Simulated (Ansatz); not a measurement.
# AlH6PSi: the cost of one run

Program: Ansatz 0.2.0, Gaussian basis. Level of theory: unrestricted cation, the program's frozen cores in correlated methods. These are calculated values, not measurements.

Levels to be run: UKS PBE-D4/def2-TZVPP; UKS r2SCAN-D4/def2-TZVPP; UKS PBE0-D4/def2-TZVPP; UKS B3LYP-D4/def2-TZVPP; UKS wB97X-V/def2-TZVPP; UKS wB97M-V/def2-TZVPP; UKS B2PLYP/def2-TZVPP; UHF-MP2/def2-TZVPP; UHF-MP2/def2-QZVPP; then −ε(HOMO) from the neutral's earlier runs with LDA (SPW92), PBE-D4, revPBE-D4, BLYP-D4, r2SCAN-D4, B97M-V, PBE0-D4, B3LYP-D4, r2SCANh-D4, r2SCAN0-D4, HSE06-D4, BHLYP-D4, CAM-B3LYP-D4, LC-ωPBE, ωB97X-V, ωB97M-V.

1 further run of the same task is left out (it didn't finish).

**1. Structure used throughout**

All runs share one geometry, relaxed beforehand with PBE0-D4 in a triple-zeta def2 set.

SMILES `[SiH3][AlH][PH2]`, 9 atoms, charge 0, spin multiplicity 1.

Atoms are counted from 1 here; the program's logs count them from 0.

Bond lengths: Si1–Al2 2.455 Å, Si1–H4 1.490 Å, Si1–H5 1.493 Å, Si1–H6 1.492 Å, Al2–P3 2.323 Å, Al2–H7 1.589 Å, P3–H8 1.420 Å, P3–H9 1.420 Å. Angles: Al2–Si1–H4 112.3°, Al2–Si1–H5 110.2°, Al2–Si1–H6 111.9°, H4–Si1–H5 107.4°, H4–Si1–H6 107.8°, H5–Si1–H6 107.1°, Si1–Al2–P3 120.1°, Si1–Al2–H7 121.5°, P3–Al2–H7 118.2°, Al2–P3–H8 94.5°, Al2–P3–H9 94.4°, H8–P3–H9 95.3°.

**2. Cation, UKS PBE-D4/def2-TZVPP**

The input, in.yaml:

```yaml
crystal:
  periodic: [false, false, false]
  atoms:
    - {symbol: Si, position_ang: [-1.045884, 1.011835, -0.997288]}
    - {symbol: Al, position_ang: [0.858216, 0.277323, 0.366903]}
    - {symbol: P, position_ang: [0.630553, -1.530253, 1.808718]}
    - {symbol: H, position_ang: [-2.284139, 0.236499, -0.703512]}
    - {symbol: H, position_ang: [-0.740626, 0.831793, -2.447286]}
    - {symbol: H, position_ang: [-1.353948, 2.456425, -0.790148]}
    - {symbol: H, position_ang: [2.231160, 1.077665, 0.377506]}
    - {symbol: H, position_ang: [-0.102125, -2.318562, 0.882733]}
    - {symbol: H, position_ang: [1.895290, -2.088925, 1.485273]}
basis:
  gaussian: {orbitals: def2-TZVPP}
total_charge: 1
magnetization: {spin_polarized: true, initial_magnetization: 1}
hamiltonian: {xc: pbe, dispersion: d4}
```

Launch:

```console
$ ansatz run in.yaml --threads 2 --pin off --events-out ev --progress --plain --max-ram 4352MiB
```

What time and memory should one allow on 2 threads of Arm Neoverse V1, shared host?

About 7 s, with a peak of 0.39 GiB.
